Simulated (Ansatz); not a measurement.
**CH₆NSi+ (SMILES C=[SiH][NH3+]): one structure at several levels**

Aim: energy, forces and dipole at a structure displaced at random from a GFN2-xTB minimum, from CCSD(T) and from density functionals.

Program: Ansatz 0.2.0, Gaussian basis. Level of theory: single points in def2-TZVPP. These are calculated values, not measurements.

Cores are frozen in the correlated methods.

## 1. The starting structure

SMILES `C=[SiH][NH3+]`, 9 atoms, charge 1, spin multiplicity 1.

Atoms are counted from 1 here; the program's logs count them from 0.

Bond lengths: C1–Si2 1.758 Å, C1–H4 0.871 Å, C1–H5 1.031 Å, Si2–N3 2.047 Å, Si2–H6 1.518 Å, N3–H7 0.852 Å, N3–H8 1.065 Å, N3–H9 1.111 Å. Angles: Si2–C1–H4 123.4°, Si2–C1–H5 116.3°, H4–C1–H5 120.1°, C1–Si2–N3 105.0°, C1–Si2–H6 159.7°, N3–Si2–H6 95.3°, Si2–N3–H7 104.3°, Si2–N3–H8 113.2°, Si2–N3–H9 109.1°, H7–N3–H8 110.5°, H7–N3–H9 110.6°, H8–N3–H9 109.1°.

As a file:

```xyz
9
CH6NSi
C    -0.8196    0.6890   -1.3780
Si   -0.0678    0.9450    0.1902
N     0.4763   -0.9226    0.8278
H    -0.8559   -0.0867   -1.7718
H    -1.1565    1.5325   -1.8662
H     0.4464    1.6692    1.4210
H     0.9785   -1.2194    0.2069
H    -0.3538   -1.5724    0.9793
H     1.0432   -0.8309    1.7783
```

## 2. CCSD(T)/def2-TZVPP

run/in.yaml reads:

```yaml
crystal:
  periodic: [false, false, false]
  atoms:
    - {symbol: C, position_ang: [-0.819600, 0.689000, -1.378000]}
    - {symbol: Si, position_ang: [-0.067800, 0.945000, 0.190200]}
    - {symbol: N, position_ang: [0.476300, -0.922600, 0.827800]}
    - {symbol: H, position_ang: [-0.855900, -0.086700, -1.771800]}
    - {symbol: H, position_ang: [-1.156500, 1.532500, -1.866200]}
    - {symbol: H, position_ang: [0.446400, 1.669200, 1.421000]}
    - {symbol: H, position_ang: [0.978500, -1.219400, 0.206900]}
    - {symbol: H, position_ang: [-0.353800, -1.572400, 0.979300]}
    - {symbol: H, position_ang: [1.043200, -0.830900, 1.778300]}
basis:
  gaussian: {orbitals: def2-TZVPP}
total_charge: 1
correlation: {method: ccsd_t}
output: {forces: true}
```

No record of the launch command was kept for these runs.

## 3. PBE0-D4/def2-TZVPP

Changes to run/in.yaml since step 2:

```diff
@@ -15,3 +15,3 @@
 total_charge: 1
-correlation: {method: ccsd_t}
-output: {forces: true}
+hamiltonian: {xc: pbe0, dispersion: d4}
+output: {forces: true, orbitals: {seedname: orbitals}}
```

## 4. wB97M-V/def2-TZVPP

Changes to run/in.yaml since step 3:

```diff
@@ -15,3 +15,3 @@
 total_charge: 1
-hamiltonian: {xc: pbe0, dispersion: d4}
-output: {forces: true, orbitals: {seedname: orbitals}}
+hamiltonian: {xc: {name: wB97M-V}}
+output: {forces: true}
```

## 5. r2SCAN-D4/def2-TZVPP

Changes to run/in.yaml since step 4:

```diff
@@ -15,3 +15,3 @@
 total_charge: 1
-hamiltonian: {xc: {name: wB97M-V}}
+hamiltonian: {xc: r2scan, dispersion: d4}
 output: {forces: true}
```

## 6. PBE-D4/def2-TZVPP

Changes to run/in.yaml since step 5:

```diff
@@ -15,3 +15,3 @@
 total_charge: 1
-hamiltonian: {xc: r2scan, dispersion: d4}
+hamiltonian: {xc: pbe, dispersion: d4}
 output: {forces: true}
```

## 7. CAM-B3LYP-D4/def2-TZVPP

Changes to run/in.yaml since step 6:

```diff
@@ -15,3 +15,3 @@
 total_charge: 1
-hamiltonian: {xc: pbe, dispersion: d4}
+hamiltonian: {xc: {name: CAM-B3LYP}, dispersion: d4}
 output: {forces: true}
```

## 8. r2SCAN0-D4/def2-TZVPP

Changes to run/in.yaml since step 7:

```diff
@@ -15,3 +15,3 @@
 total_charge: 1
-hamiltonian: {xc: {name: CAM-B3LYP}, dispersion: d4}
+hamiltonian: {xc: {name: r2SCAN0}, dispersion: d4}
 output: {forces: true}
```

(Steps that only read results are left out.)

**Question.** What will these runs give? Wanted: energy less free atoms, CCSD(T)/def2-TZVPP; RMS force component; RMS force error; HOMO and LUMO, PBE0-D4; T1 diagnostic.

**Answer**, as computed:

| quantity | value |
| --- | --- |
| energy less free atoms, CCSD(T)/def2-TZVPP | -20.353 eV |
| RMS force component | 5.510 to 5.567 eV/Å over the methods |
| RMS force error | PBE0-D4 0.194, wB97M-V 0.226, r2SCAN-D4 0.150, PBE-D4 0.169, CAM-B3LYP-D4 0.242, r2SCAN0-D4 0.235 eV/Å |
| HOMO and LUMO, PBE0-D4 | -11.79 and -6.64 eV |
| T1 diagnostic | 0.014 |

Against CCSD(T) the functionals' energies less atoms differ by -1.220 to -0.214 eV, PBE-D4 by -1.220 eV. A larger basis would deepen the CCSD(T) value, while the functionals are nearly converged already, so the order here is not reliable. The forces of r2SCAN-D4 come nearest to CCSD(T), those of CAM-B3LYP-D4 are farthest. Frozen-core CCSD(T) forces in triple zeta carry basis errors of their own, and this is one geometry, so small gaps rank nothing. The restricted Hartree–Fock reference is unstable towards an unrestricted one at one or more of these structures.
